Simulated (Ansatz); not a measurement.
**AlH3S (SMILES [AlH2][SH]): a chain of runs**

We compute a series of 10 runs (PBE-QIDH/def2-SV(P), PBE-QIDH/def2-SVP, PBE-QIDH/def2-TZVP, PBE-QIDH/def2-TZVPP, PBE-QIDH/def2-QZVP) of AlH3S. 

The calculation is run with Ansatz 0.2.0.

7 further runs of the same task are left out: 6 for a known fault of the program, 1 set aside as unsound or not needed.

**1. The system as given**

AlH3S has 5 atoms, charge 0, and is taken as a singlet. SMILES: `[AlH2][SH]`. The shape is that of a PBE0-D4/def2-TZVP optimisation.

Bond lengths: Al1–S2 2.181 Å, Al1–H3 1.579 Å, Al1–H4 1.581 Å, S2–H5 1.344 Å. Angles: Al1–S2–H5 93.7°, S2–Al1–H3 116.5°, S2–Al1–H4 118.9°, H3–Al1–H4 124.6°.

**2. Energy and gradient at PBE-QIDH/def2-SV(P) (run 1)**

The input, run.yaml:

```yaml
crystal:
  periodic: [false, false, false]
  atoms:
    - symbol: Al
      position_ang: [-0.616100, -0.064200, -0.181700]
    - symbol: S
      position_ang: [1.129100, -0.343100, 1.096600]
    - symbol: H
      position_ang: [-1.981700, -0.650100, 0.351100]
    - symbol: H
      position_ang: [-0.441100, 0.696000, -1.556400]
    - symbol: H
      position_ang: [1.959700, 0.287800, 0.249000]
basis:
  gaussian:
    orbitals: def2-SV_P_.json
total_charge: 0
hamiltonian:
  xc: {name: PBE-QIDH}
output:
  forces: true
  orbitals: {seedname: orbitals}
```

The basis set def2-SV(P) is read from a file made from the Basis Set Exchange's data (not shown).

The run is started by

```console
ansatz run run.yaml --threads 1 --pin off --max-ram 2610MiB --events-out events.jsonl --progress --plain --runs-dir runs
```

What it wrote:

```text
Warning: RAYON_NUM_THREADS=1 ignored (pool sized by the plan → 1); use --threads N
Functional definition: PBE-QIDH
  name "PBE-QIDH"
  parameter a = 3^(-1/3)
  parameter c = 1/3
  exchange = (1 - a)*pbe_x + a*exact_x
  correlation = (1 - c)*pbe_c + c*(mp2_os + mp2_ss)
412 factors; integrals over basis functions are off by at most 7.4e-4 eV
mean field evaluation 1: about -17461.1939 eV, gradient 1.2e1 eV
mean field evaluation 2: about -17461.1937 eV, gradient 1.2e1 eV
mean field evaluation 4: about -17461.7413 eV, gradient 9.0e-1 eV
mean field evaluation 8: about -17461.7453 eV, gradient 6.4e-3 eV
mean field evaluation 16: about -17461.7453 eV, gradient 2.0e-6 eV
mean field -17461.74533544 eV, -641.7073050813 hartree, gradient 2.0e-6 eV, S^2 0.000000; 0 other end points of the search recorded, 0 dependent functions left out
10 core orbitals not correlated: weight in the atoms' cores, before any rotation towards them, 1.000 or more for the frozen orbitals, at most 0.000 for the correlated occupied ones
reference -17461.74534543 eV, -641.7073054484 hartree; 6, 6 occupied and 26, 26 virtual orbitals, 412 factors
second order -5.51158944 eV of doubles, -0.00000000 eV of singles
the calculation of the forces begins
Total energy: -17463.58254191 eV, -641.7748211738 hartree
Atom 0 at    -0.616100    -0.064200    -0.181700 Å, force     0.025687    -0.041658     0.089985 eV/Å
Atom 1 at     1.129100    -0.343100     1.096600 Å, force    -0.167594    -0.035796    -0.003340 eV/Å
Atom 2 at    -1.981700    -0.650100     0.351100 Å, force    -0.031799    -0.008219     0.002232 eV/Å
Atom 3 at    -0.441100     0.696000    -1.556400 Å, force     0.009172     0.016315    -0.027026 eV/Å
Atom 4 at     1.959700     0.287800     0.249000 Å, force     0.164534     0.069358    -0.061851 eV/Å
Dipole moment:     0.004942     0.119903    -0.226410 e Å
```

It took 2.3 s on 1 thread of Arm Neoverse V1, shared host; peak memory 0.09 GiB.

**3. The distorted shape: energy and gradient at PBE-QIDH/def2-SV(P) (run 2)**

The input, in.yaml:

```yaml
crystal:
  periodic: [false, false, false]
  atoms:
    - {symbol: Al, position_ang: [-0.651096, -0.216224, 0.093212]}
    - {symbol: S, position_ang: [1.094104, -0.495124, 1.371512]}
    - {symbol: H, position_ang: [-2.016696, -0.802124, 0.626012]}
    - {symbol: H, position_ang: [-0.441100, 0.696000, -1.556400]}
    - {symbol: H, position_ang: [1.924704, 0.135776, 0.523912]}
basis:
  gaussian: {orbitals: def2-SV_P_.json}
hamiltonian: {xc: {name: PBE-QIDH}}
output: {forces: true}
```

The basis set def2-SV(P) is read from a file made from the Basis Set Exchange's data (not shown).

The run is started by

```console
ansatz run in.yaml --threads 1 --pin off --max-ram 2610MiB --events-out events.jsonl --progress --plain --runs-dir runs
```

What it wrote:

```text
Warning: RAYON_NUM_THREADS=1 ignored (pool sized by the plan → 1); use --threads N
Functional definition: PBE-QIDH
  name "PBE-QIDH"
  parameter a = 3^(-1/3)
  parameter c = 1/3
  exchange = (1 - a)*pbe_x + a*exact_x
  correlation = (1 - c)*pbe_c + c*(mp2_os + mp2_ss)
412 factors; integrals over basis functions are off by at most 7.4e-4 eV
mean field evaluation 1: about -17460.6470 eV, gradient 1.2e1 eV
mean field evaluation 2: about -17460.6468 eV, gradient 1.2e1 eV
mean field evaluation 4: about -17461.2255 eV, gradient 9.4e-1 eV
mean field evaluation 8: about -17461.2300 eV, gradient 7.0e-3 eV
mean field evaluation 16: about -17461.2300 eV, gradient 2.7e-6 eV
mean field -17461.23003870 eV, -641.6883682755 hartree, gradient 2.7e-6 eV, S^2 0.000000; 0 other end points of the search recorded, 0 dependent functions left out
10 core orbitals not correlated: weight in the atoms' cores, before any rotation towards them, 1.000 or more for the frozen orbitals, at most 0.000 for the correlated occupied ones
reference -17461.23004879 eV, -641.6883686464 hartree; 6, 6 occupied and 26, 26 virtual orbitals, 412 factors
second order -5.59068353 eV of doubles, -0.00000000 eV of singles
the calculation of the forces begins
Total energy: -17463.09360997 eV, -641.7568532564 hartree
Atom 0 at    -0.651096    -0.216224     0.093212 Å, force     0.343603     1.124791    -1.998184 eV/Å
Atom 1 at     1.094104    -0.495124     1.371512 Å, force    -0.214069    -0.000985    -0.089597 eV/Å
Atom 2 at    -2.016696    -0.802124     0.626012 Å, force    -0.024198     0.030413    -0.068183 eV/Å
Atom 3 at    -0.441100     0.696000    -1.556400 Å, force    -0.280256    -1.224145     2.214454 eV/Å
Atom 4 at     1.924704     0.135776     0.523912 Å, force     0.174921     0.069925    -0.058490 eV/Å
Dipole moment:     0.004341     0.057069    -0.106862 e Å
```

It took 2.3 s on 1 thread of Arm Neoverse V1, shared host; peak memory 0.09 GiB.

Run 3 isn't shown in full; the table further down has it.

**4. The distorted shape: energy and gradient at PBE-QIDH/def2-SVP (run 4)**

The input, molecule.yaml:

```yaml
crystal:
  periodic: [false, false, false]
  atoms:
    - {symbol: Al, position_ang: [-0.651096, -0.216224, 0.093212]}
    - {symbol: S, position_ang: [1.094104, -0.495124, 1.371512]}
    - {symbol: H, position_ang: [-2.016696, -0.802124, 0.626012]}
    - {symbol: H, position_ang: [-0.441100, 0.696000, -1.556400]}
    - {symbol: H, position_ang: [1.924704, 0.135776, 0.523912]}
basis:
  gaussian:
    orbitals: def2-SVP
hamiltonian:
  xc: {name: PBE-QIDH}
output: {forces: true}
```

The run is started by

```console
ansatz run molecule.yaml --threads 1 --pin off --max-ram 2610MiB --events-out events.jsonl --progress --plain --runs-dir runs
```

What it wrote:

```text
Warning: RAYON_NUM_THREADS=1 ignored (pool sized by the plan → 1); use --threads N
Functional definition: PBE-QIDH
  name "PBE-QIDH"
  parameter a = 3^(-1/3)
  parameter c = 1/3
  exchange = (1 - a)*pbe_x + a*exact_x
  correlation = (1 - c)*pbe_c + c*(mp2_os + mp2_ss)
475 factors; integrals over basis functions are off by at most 1.2e-3 eV
mean field evaluation 1: about -17460.9058 eV, gradient 1.2e1 eV
mean field evaluation 2: about -17460.9081 eV, gradient 1.2e1 eV
mean field evaluation 4: about -17461.4588 eV, gradient 9.4e-1 eV
mean field evaluation 8: about -17461.4634 eV, gradient 7.6e-3 eV
mean field evaluation 16: about -17461.4634 eV, gradient 2.7e-6 eV
mean field -17461.46343441 eV, -641.6969454096 hartree, gradient 2.7e-6 eV, S^2 0.000000; 0 other end points of the search recorded, 0 dependent functions left out
10 core orbitals not correlated: weight in the atoms' cores, before any rotation towards them, 1.000 or more for the frozen orbitals, at most 0.000 for the correlated occupied ones
reference -17461.46344446 eV, -641.6969457790 hartree; 6, 6 occupied and 35, 35 virtual orbitals, 475 factors
second order -6.25554509 eV of doubles, -0.00000000 eV of singles
the calculation of the forces begins
Total energy: -17463.54862616 eV, -641.7735747929 hartree
Atom 0 at    -0.651096    -0.216224     0.093212 Å, force     0.283063     1.099182    -1.975269 eV/Å
Atom 1 at     1.094104    -0.495124     1.371512 Å, force    -0.090498     0.087886    -0.206183 eV/Å
Atom 2 at    -2.016696    -0.802124     0.626012 Å, force     0.090997     0.080480    -0.114353 eV/Å
Atom 3 at    -0.441100     0.696000    -1.556400 Å, force    -0.289826    -1.238994     2.238675 eV/Å
Atom 4 at     1.924704     0.135776     0.523912 Å, force     0.006263    -0.028554     0.057129 eV/Å
Dipole moment:     0.005024     0.052440    -0.097744 e Å
```

It took 2.7 s on 1 thread of Arm Neoverse V1, shared host; peak memory 0.1 GiB.

Runs 5 to 9 aren't shown in full; the table further down has their settings and results.

**5. The distorted shape: energy and gradient at PBE-QIDH/def2-QZVP (run 10)**

molecule.yaml, as its differences from that of step 4:

```diff
@@ -9,6 +9,4 @@
 basis:
-  gaussian:
-    orbitals: def2-SVP
-hamiltonian:
-  xc: {name: PBE-QIDH}
+  gaussian: {orbitals: def2-QZVP.json}
+hamiltonian: {xc: {name: PBE-QIDH}}
 output: {forces: true}
```

The basis set def2-QZVP is read from a file made from the Basis Set Exchange's data (not shown).

The run is started by

```console
ansatz run molecule.yaml --threads 1 --pin off --max-ram 2610MiB --events-out events.jsonl --progress --plain --runs-dir runs
```

What it wrote:

```text
Warning: RAYON_NUM_THREADS=1 ignored (pool sized by the plan → 1); use --threads N
Functional definition: PBE-QIDH
  name "PBE-QIDH"
  parameter a = 3^(-1/3)
  parameter c = 1/3
  exchange = (1 - a)*pbe_x + a*exact_x
  correlation = (1 - c)*pbe_c + c*(mp2_os + mp2_ss)
1337 factors; integrals over basis functions are off by at most 7.5e-4 eV
mean field evaluation 1: about -17467.3844 eV, gradient 1.4e1 eV
mean field evaluation 2: about -17467.3848 eV, gradient 1.4e1 eV
mean field evaluation 4: about -17468.0386 eV, gradient 1.4e0 eV
mean field evaluation 8: about -17468.0466 eV, gradient 2.5e-2 eV
mean field evaluation 16: about -17468.0466 eV, gradient 4.4e-6 eV
mean field -17468.04662338 eV, -641.9388731421 hartree, gradient 4.4e-6 eV, S^2 0.000000; 0 other end points of the search recorded, 0 dependent functions left out
10 core orbitals not correlated: weight in the atoms' cores, before any rotation towards them, 1.000 or more for the frozen orbitals, at most 0.000 for the correlated occupied ones
reference -17468.04663794 eV, -641.9388736769 hartree; 6, 6 occupied and 214, 214 virtual orbitals, 1337 factors
second order -8.84553903 eV of doubles, -0.00000000 eV of singles
the calculation of the forces begins
Total energy: -17470.99515095 eV, -642.0472295314 hartree
Atom 0 at    -0.651096    -0.216224     0.093212 Å, force     0.304379     1.085996    -1.941002 eV/Å
Atom 1 at     1.094104    -0.495124     1.371512 Å, force    -0.008325     0.160005    -0.308541 eV/Å
Atom 2 at    -2.016696    -0.802124     0.626012 Å, force     0.138226     0.093890    -0.119718 eV/Å
Atom 3 at    -0.441100     0.696000    -1.556400 Å, force    -0.292061    -1.227961     2.216677 eV/Å
Atom 4 at     1.924704     0.135776     0.523912 Å, force    -0.142219    -0.111930     0.152583 eV/Å
Dipole moment:    -0.023807     0.032312    -0.071708 e Å
```

Run time: 28 s. Hardware: 1 thread of Arm Neoverse V1, shared host; peak memory 0.65 GiB.

**6. Overview of the runs**

```csv
run,level,bond length,partner,energy (Eh),dipole moment (D),largest force (eV/Å),wall time
1,PBE-QIDH/def2-SV(P),–,base,-641.774821,1.23,0.189,2.3 s
2,PBE-QIDH/def2-SV(P),1.8967,Al1–H4 1.90 Å,-641.756853,0.58,2.546,2.3 s
3,PBE-QIDH/def2-SVP,–,base,-641.792288,1.17,0.144,2.7 s
4,PBE-QIDH/def2-SVP,1.8967,Al1–H4 1.90 Å,-641.773575,0.53,2.575,2.7 s
5,PBE-QIDH/def2-TZVP,–,base,-642.034065,1.05,0.206,5.1 s
6,PBE-QIDH/def2-TZVP,1.8967,Al1–H4 1.90 Å,-642.015445,0.42,2.550,5.1 s
7,PBE-QIDH/def2-TZVPP,–,base,-642.039459,1.02,0.249,7.8 s
8,PBE-QIDH/def2-TZVPP,1.8967,Al1–H4 1.90 Å,-642.020841,0.38,2.541,7.5 s
9,PBE-QIDH/def2-QZVP,–,base,-642.066004,1.02,0.266,29 s
10,PBE-QIDH/def2-QZVP,1.8967,Al1–H4 1.90 Å,-642.047230,0.39,2.551,28 s
```

Convergence of the dipole moment (SCF part) of singlet AlH3S with the basis set, against the last point:

```csv
basis set,from the last (D),wall time
def2-SV(P),+0.2149,2.3 s
def2-SVP,+0.1556,2.7 s
def2-TZVP,+0.0377,5.1 s
def2-TZVPP,-0.0009,7.8 s
def2-QZVP,+0.0000,29 s
```

Convergence of the HOMO energy (SCF part's orbitals) of singlet AlH3S with the basis set, against the last point:

```
 basis set  from the last (eV)  wall time
def2-SV(P)             +0.0623      2.3 s
  def2-SVP             +0.0791      2.7 s
 def2-TZVP             +0.0089      5.1 s
def2-TZVPP             +0.0075      7.8 s
 def2-QZVP             +0.0000       29 s
```

**7. Results**

| quantity | value |
| --- | --- |
| distorted shape, run 10: total energy | -642.04723 Eh |
| distorted shape, run 10: dipole moment (SCF part) | 0.39 D |
| distorted shape, run 10: largest force on an atom | 2.551 eV/Å |
| energy change with the Al1–H4 bond stretched from 1.581 to 1.897 Å, PBE-QIDH/def2-SV(P) | 0.489 eV |
| energy change with the Al1–H4 bond stretched from 1.581 to 1.897 Å, PBE-QIDH/def2-SVP | 0.509 eV |
| energy change with the Al1–H4 bond stretched from 1.581 to 1.897 Å, PBE-QIDH/def2-TZVP | 0.507 eV |
| energy change with the Al1–H4 bond stretched from 1.581 to 1.897 Å, PBE-QIDH/def2-TZVPP | 0.507 eV |
| energy change with the Al1–H4 bond stretched from 1.581 to 1.897 Å, PBE-QIDH/def2-QZVP | 0.511 eV |

**Reading.** For the dipole moment (SCF part) of singlet AlH3S to stay within 0.05 D of the last point, def2-TZVP is the first point of the series from which all later ones do (5.1 s against 29 s). For the dipole moment (SCF part) of singlet AlH3S to stay within 0.01 D of the last point, def2-TZVPP is the first point of the series from which all later ones do (7.8 s against 29 s). For the HOMO energy (SCF part's orbitals) of singlet AlH3S to stay within 0.05 eV of the last point, def2-TZVP is the first point of the series from which all later ones do (5.1 s against 29 s). For the HOMO energy (SCF part's orbitals) of singlet AlH3S to stay within 0.01 eV of the last point, def2-TZVP is the first point of the series from which all later ones do (5.1 s against 29 s). Over runs 2, 4, 6, 8, 10 the dipole moment (its size) runs from 0.38 D (PBE-QIDH/def2-TZVPP) to 0.58 D (PBE-QIDH/def2-SV(P)). A double hybrid's value is that of its SCF part. All runs together took 92 s, the longest 29 s.
